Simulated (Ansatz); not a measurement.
**AlNH2 (quintet): from Hartree-Fock to the top rungs, cc-pVTZ**

Aim: climb from Hartree-Fock through coupled cluster for AlNH2 (quintet) at one geometry and basis, and see what each rung misses.

Computed with Ansatz 0.2.0, Gaussian basis. Level: cc-pVTZ, core rule «outside noble gas», up to 6 orbitals frozen.

To be run: UHF; CCSD(T) on ROHF; CCSD(T) on UHF; BCCD(T) on ROHF; CCSDT(Q) on ROHF; CCSDT(Q) on UHF.

14 further runs of the same task are left out: 8 for a known fault of the program, 6 set aside as unsound or not needed.

## (1) The system

The geometry is a PBE0/def2-TZVP stationary point (not a proven minimum) of the parent state, kept for this charge and spin.

4 atoms, charge 0, spin multiplicity 5.

Atoms are counted from 1 here; the program's logs count them from 0.

Bond lengths: Al1–N2 1.768 Å, Al1–H3 1.611 Å, N2–H4 1.009 Å. Angles: N2–Al1–H3 113.2°, Al1–N2–H4 161.1°.

## (2) UHF

in.yaml

```yaml
crystal:
  periodic: [false, false, false]
  atoms:
    - {symbol: Al, position_ang: [0.000000, -0.084877, 0.620504]}
    - {symbol: N, position_ang: [0.000000, 0.035620, -1.143535]}
    - {symbol: H, position_ang: [0.000000, 1.349999, 1.353786]}
    - {symbol: H, position_ang: [0.000000, 0.427096, -2.073077]}
basis:
  gaussian: {orbitals: cc-pVTZ}
magnetization: {spin_polarized: true, initial_magnetization: 4}
hamiltonian: {xc: hf}
output: {orbitals: {seedname: orbitals}}
```

Launch:

```bash
> ansatz run in.yaml --threads 1 --pin off --events-out ev --progress --plain --max-ram 2816MiB --backend cpu
```

After this run come: CCSD(T) on ROHF; CCSD(T) on UHF; BCCD(T) on ROHF; CCSDT(Q) on ROHF; CCSDT(Q) on UHF.

Before running them: what should the planned runs give, taken together? Wanted: UCCSDT(Q) below the RHF energy; RMP2 from UCCSDT(Q); UMP2 from UCCSDT(Q); RCCSD from UCCSDT(Q); RCCSD(T) from UCCSDT(Q); UCCSD(T) from UCCSDT(Q); RCCSDT(Q) from UCCSDT(Q); T1 diagnostic.

**Answer**, as computed:

| quantity | value |
| --- | --- |
| UCCSDT(Q) below the RHF energy | -6.3561 eV |
| RMP2 from UCCSDT(Q) | +1108.2 meV |
| UMP2 from UCCSDT(Q) | +1117.8 meV |
| RCCSD from UCCSDT(Q) | +232.2 meV |
| RCCSD(T) from UCCSDT(Q) | +53.1 meV |
| UCCSD(T) from UCCSDT(Q) | +50.5 meV |
| RCCSDT(Q) from UCCSDT(Q) | +4.5 meV |
| levels within 1 kcal/mol (43 meV) | RCCSDT, UCCSDT, RCCSDT(Q) |
| T1 diagnostic | 0.038 |

What this shows: RCCSD(T) misses by +53.1 meV, 0.8 % of the correlation energy. These misses are within one basis, not against nature; the frozen cores of restricted and unrestricted runs differ, which can shift their rows.
